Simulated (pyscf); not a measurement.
`[SiH3]`, doublet

Gas-phase minimum from PySCF at ωB97X-D3(BJ)/def2-SVP, one conformer. 

```xyz
4

Si     0.4879    -0.0845    -0.7886
H      0.2378     0.1079    -2.2472
H      0.0830     1.1231    -0.0110
H     -0.2041    -1.3057    -0.2821
```
Charge 0, spin multiplicity 2.

Bonds (Å): Si1–H2 1.492, Si1–H3 1.492, Si1–H4 1.492. Bond angles (°): H2–Si1–H3 111.1, H2–Si1–H4 111.1, H3–Si1–H4 111.1.

Properties at ωB97X-D3(BJ)/def2-SVP:

Harmonic wavenumbers, unscaled: 780, 941, 941, 2232, 2262, 2262 cm⁻¹
Zero-point energy: 13.5 kcal/mol
Rotational symmetry number: 3
Entropy of this conformer at 298 K and 1 atm, rigid rotor and harmonic oscillator, modes under 100 cm⁻¹ raised to 100: 216.9 J/(mol K)
Dipole moment: 0.05 D
Spin expectation value S2: 0.751

Single-point totals, which compare only within one level (frozen core for MP2 and CC):

```tsv
level	total energy (hartree)
ωB97X-D3(BJ)/def2-TZVP	-291.26015
PBE/def2-TZVP	-291.07640
r²SCAN/def2-TZVP	-291.20670
B3LYP-D3(BJ)/def2-TZVP	-291.26503
PBE0-D3(BJ)/def2-TZVP	-291.10990
M06-2X/def2-TZVP	-291.20565
ωB97M-D3(BJ)/def2-TZVP	-291.27010
UHF/def2-TZVPP	-290.63713
MP2/def2-TZVPP	-290.75381
CCSD/def2-TZVPP	-290.78012
CCSD(T)/def2-TZVPP	-290.78366
```

The CCSD(T) − MP2 part came from Ansatz, without density fitting, on the same reference.
